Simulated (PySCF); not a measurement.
Species: MgMe(NH2), CH5MgN.
Cartesian coordinates in Å at the PBE0-D3(BJ)/def2-SVP level; atoms count from 1:
```xyz
8
CH5MgN angstrom
Mg    -0.002    0.005   -0.337
C      0.009   -0.008    1.755
H      0.059    1.008    2.181
H      0.871   -0.569    2.156
H     -0.898   -0.485    2.166
N     -0.012    0.018   -2.235
H      0.801    0.000   -2.845
H     -0.828    0.031   -2.840
```

Theory: TDDFT PBE0/def2-SVPD, vertical, gas phase, core orbitals frozen in the response in PySCF.

Kohn–Sham orbitals with the atoms that hold most of them (Löwdin shares over 4%, at most four atoms; ? is withheld):

```tsv
orbital	ε (eV)	atoms
LUMO+2	0.30	Mg1 86%, N6 6%, C2 5%
LUMO+1	0.02	Mg1 86%, C2 5%
LUMO	-0.62	Mg1 73%, C2 11%, N6 6%
HOMO	-6.19	?
HOMO-1	-7.12	?
HOMO-2	-9.62	N6 64%, Mg1 12%, H7 10%, H8 10%
HOMO-3	-10.30	C2 50%, H5 21%, H4 20%, H3 4%
```

**Question.** Give the leading atoms of the HOMO-1.

**Answer.** C2 (bonded to Mg and 3 H) 55%; Mg1 (bonded to C and N) 17%; H5 (bonded to C) 8%; H4 (bonded to C) 8%. By element: carbon 55%, magnesium 17%, hydrogen 16% or more.

**Question.** Which atoms hold the HOMO, and with what shares?

**Answer.** N6 (bonded to Mg and 2 H) 71%; Mg1 (bonded to C and N) 11%; H8 (bonded to N) 9%; H7 (bonded to N) 9%. By element: nitrogen 71%, hydrogen 17% or more, magnesium 11%.

**Question.** How does S1 compare with the orbital gap of 5.57 eV?

**Answer.** S1 is at 4.30 eV (f = 0.061), 1.27 eV below the gap, made of HOMO→LUMO (98%). Without the coupling terms of the response equations the lowest excitation would equal the gap.

**Question.** One configuration dominates each of S1, S2 and S6. Which, and how do the shares of the two leading atoms of either orbital change from the occupied to the empty one?

**Answer.** 
- S1 (4.30 eV, f 0.061), HOMO→LUMO (98%): N6 71% → 6%, Mg1 11% → 73%, C2 at most 1% → 11%
- S2 (4.95 eV, f 0.0000), HOMO→LUMO+1 (97%): N6 71% → at most 4%, Mg1 11% → 86%, C2 at most 1% → 5%
- S6 (5.96 eV, f 0.057), HOMO-1→LUMO+1 (98%): C2 55% → 5%, Mg1 17% → 86%
